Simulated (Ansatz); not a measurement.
**CH₄Si (triplet): the correlation ladder at distance C1–H5 along a hydrogen transfer = 1.466 Å, cc-pVDZ**

Aim: climb from Hartree-Fock through coupled cluster and multireference methods for CH₄Si (triplet) at one geometry and basis, and see what each rung misses.

Method: cc-pVDZ, core rule «outside noble gas», up to 6 orbitals frozen; program: Ansatz 0.2.0, Gaussian basis.

The runs, in order: UHF; CCSD(T) on ROHF; CCSD(T) on UHF; BCCD(T) on ROHF; CISD; CCSDT(Q) on ROHF; CCSDT(Q) on UHF; CASSCF and MRCISD+Q, 4 electrons in 4 orbitals; CASSCF and NEVPT2, 4 electrons in 4 orbitals.

7 further runs of the same task are left out: 1 for a mislabelled method, 4 that didn't finish, 2 set aside as unsound or not needed.

## 1. The geometry

The geometry derives from fragments relaxed apart (PBE0/def2-TZVP) and kept rigid, so it is no stationary point. A hydrogen atom is moved between rigid fragments.

6 atoms, charge 0, spin multiplicity 3.

Atoms are counted from 1 here; the program's logs count them from 0.

Bond lengths: C1–H2 1.090 Å, C1–H3 1.090 Å, C1–H4 1.090 Å, H5–Si6 1.440 Å. Angles: H2–C1–H3 109.5°, H2–C1–H4 109.5°, H3–C1–H4 109.5°.

## 2. UHF

File in.yaml:

```yaml
crystal:
  periodic: [false, false, false]
  atoms:
    - {symbol: C, position_ang: [-1.858138, 0.000000, 0.000000]}
    - {symbol: H, position_ang: [-2.221344, 1.027301, 0.000000]}
    - {symbol: H, position_ang: [-2.221344, -0.513650, 0.889668]}
    - {symbol: H, position_ang: [-2.221344, -0.513650, -0.889669]}
    - {symbol: H, position_ang: [-0.392138, 0.000000, 0.000000]}
    - {symbol: Si, position_ang: [1.047862, 0.000000, 0.000000]}
basis:
  gaussian: {orbitals: cc-pVDZ}
magnetization: {spin_polarized: true, initial_magnetization: 2}
hamiltonian: {xc: hf}
output: {orbitals: {seedname: orbitals}}
```

Command:

```
ansatz run in.yaml --threads 1 --pin off --events-out ev --progress --plain --max-ram 2393MiB
```

The runs that follow: CCSD(T) on ROHF; CCSD(T) on UHF; BCCD(T) on ROHF; CISD; CCSDT(Q) on ROHF; CCSDT(Q) on UHF; CASSCF and MRCISD+Q, 4 electrons in 4 orbitals; CASSCF and NEVPT2, 4 electrons in 4 orbitals.

**Question.** What will the summary of the whole plan be? Wanted: UCCSDT(Q) below the RHF energy; RMP2 from UCCSDT(Q); UMP2 from UCCSDT(Q); RCCSD from UCCSDT(Q); RCCSD(T) from UCCSDT(Q); UCCSD(T) from UCCSDT(Q); RCCSDT(Q) from UCCSDT(Q); NEVPT2 pair from UCCSDT(Q); MRCISD+Q pair from UCCSDT(Q).

As calculated:

```
                         quantity                      value
   UCCSDT(Q) below the RHF energy                 -7.6612 eV
              RMP2 from UCCSDT(Q)                +1431.6 meV
              UMP2 from UCCSDT(Q)                +1503.1 meV
             RCCSD from UCCSDT(Q)                 +288.7 meV
          RCCSD(T) from UCCSDT(Q)                  +49.4 meV
          UCCSD(T) from UCCSDT(Q)                  +56.0 meV
         RCCSDT(Q) from UCCSDT(Q)                   +1.1 meV
       NEVPT2 pair from UCCSDT(Q)                +1312.0 meV
     MRCISD+Q pair from UCCSDT(Q)                  +60.4 meV
levels within 1 kcal/mol (43 meV)  RCCSDT, UCCSDT, RCCSDT(Q)
                    T1 diagnostic                      0.027
```

What this shows: RCCSD(T) lands +49.4 meV from the yardstick (0.6 % of the correlation energy). Of the multireference levels listed MRCISD+Q pair comes nearest in total energy (+60.4 meV), which doesn't show that its space is the better one. These misses are within one basis, not against nature; the frozen cores of restricted and unrestricted runs differ, which can shift their rows.
